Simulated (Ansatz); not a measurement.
S4⁻. The state is a doublet with charge -1. Geometry PBE-D4/def2-TZVPD.

Cartesian coordinates in Å:
```
S 0.7836 0.5965 0.4346
S -0.7838 -0.5970 -0.4326
S -0.0475 -2.4031 -0.8388
S 0.0478 2.4035 0.8368
```

HSE06 is defined as in plane-wave codes, on full-range PBE exchange. Another isomer (doublet) lies 0.03 eV lower at PBE-D4/def2-TZVPD; other spin states weren't run for this one.

(1) Estimate the α-spin orbital energies around the gap (eV) in Ansatz with PBE-D4/def2-TZVPD, r2SCAN-D4/def2-TZVPD, r2SCANh-D4/def2-TZVPD, PBE0-D4/def2-TZVPD, HSE06-D4/def2-TZVPD.

Answers

(1) 
```json
{"orbital": "HOMO−5", "PBE-D4/def2-TZVPD": "-3.85", "r2SCAN-D4/def2-TZVPD": "-4.18", "r2SCANh-D4/def2-TZVPD": "-4.63", "PBE0-D4/def2-TZVPD": "-5.09", "HSE06-D4/def2-TZVPD": "-4.69"}
{"orbital": "HOMO−4", "PBE-D4/def2-TZVPD": "-3.18", "r2SCAN-D4/def2-TZVPD": "-3.54", "r2SCANh-D4/def2-TZVPD": "-4.07", "PBE0-D4/def2-TZVPD": "-4.62", "HSE06-D4/def2-TZVPD": "-4.20"}
{"orbital": "HOMO−3", "PBE-D4/def2-TZVPD": "-2.14", "r2SCAN-D4/def2-TZVPD": "-2.39", "r2SCANh-D4/def2-TZVPD": "-2.81", "PBE0-D4/def2-TZVPD": "-3.27", "HSE06-D4/def2-TZVPD": "-2.88"}
{"orbital": "HOMO−2", "PBE-D4/def2-TZVPD": "-1.18", "r2SCAN-D4/def2-TZVPD": "-1.39", "r2SCANh-D4/def2-TZVPD": "-1.76", "PBE0-D4/def2-TZVPD": "-2.18", "HSE06-D4/def2-TZVPD": "-1.80"}
{"orbital": "HOMO−1", "PBE-D4/def2-TZVPD": "-0.95", "r2SCAN-D4/def2-TZVPD": "-1.20", "r2SCANh-D4/def2-TZVPD": "-1.65", "PBE0-D4/def2-TZVPD": "-2.15", "HSE06-D4/def2-TZVPD": "-1.75"}
{"orbital": "HOMO", "PBE-D4/def2-TZVPD": "-0.17", "r2SCAN-D4/def2-TZVPD": "-0.40", "r2SCANh-D4/def2-TZVPD": "-0.84", "PBE0-D4/def2-TZVPD": "-1.34", "HSE06-D4/def2-TZVPD": "-0.94"}
{"orbital": "LUMO", "PBE-D4/def2-TZVPD": "1.91", "r2SCAN-D4/def2-TZVPD": "2.03", "r2SCANh-D4/def2-TZVPD": "2.30", "PBE0-D4/def2-TZVPD": "2.63", "HSE06-D4/def2-TZVPD": "2.28"}
{"orbital": "LUMO+1", "PBE-D4/def2-TZVPD": "2.36", "r2SCAN-D4/def2-TZVPD": "2.69", "r2SCANh-D4/def2-TZVPD": "2.93", "PBE0-D4/def2-TZVPD": "3.00", "HSE06-D4/def2-TZVPD": "2.70"}
{"orbital": "LUMO+2", "PBE-D4/def2-TZVPD": "2.98", "r2SCAN-D4/def2-TZVPD": "3.36", "r2SCANh-D4/def2-TZVPD": "3.57", "PBE0-D4/def2-TZVPD": "3.52", "HSE06-D4/def2-TZVPD": "3.26"}
{"orbital": "LUMO+3", "PBE-D4/def2-TZVPD": "3.34", "r2SCAN-D4/def2-TZVPD": "3.85", "r2SCANh-D4/def2-TZVPD": "3.92", "PBE0-D4/def2-TZVPD": "3.71", "HSE06-D4/def2-TZVPD": "3.48"}
{"orbital": "LUMO+4", "PBE-D4/def2-TZVPD": "3.42", "r2SCAN-D4/def2-TZVPD": "3.96", "r2SCANh-D4/def2-TZVPD": "4.05", "PBE0-D4/def2-TZVPD": "3.87", "HSE06-D4/def2-TZVPD": "3.60"}
{"orbital": "LUMO+5", "PBE-D4/def2-TZVPD": "3.56", "r2SCAN-D4/def2-TZVPD": "3.99", "r2SCANh-D4/def2-TZVPD": "4.15", "PBE0-D4/def2-TZVPD": "4.21", "HSE06-D4/def2-TZVPD": "3.93"}
{"orbital": "β HOMO", "PBE-D4/def2-TZVPD": "-0.54", "r2SCAN-D4/def2-TZVPD": "-0.63", "r2SCANh-D4/def2-TZVPD": "-0.90", "PBE0-D4/def2-TZVPD": "-1.24", "HSE06-D4/def2-TZVPD": "-0.89"}
{"orbital": "β LUMO", "PBE-D4/def2-TZVPD": "0.34", "r2SCAN-D4/def2-TZVPD": "0.36", "r2SCANh-D4/def2-TZVPD": "0.54", "PBE0-D4/def2-TZVPD": "0.81", "HSE06-D4/def2-TZVPD": "0.47"}
```
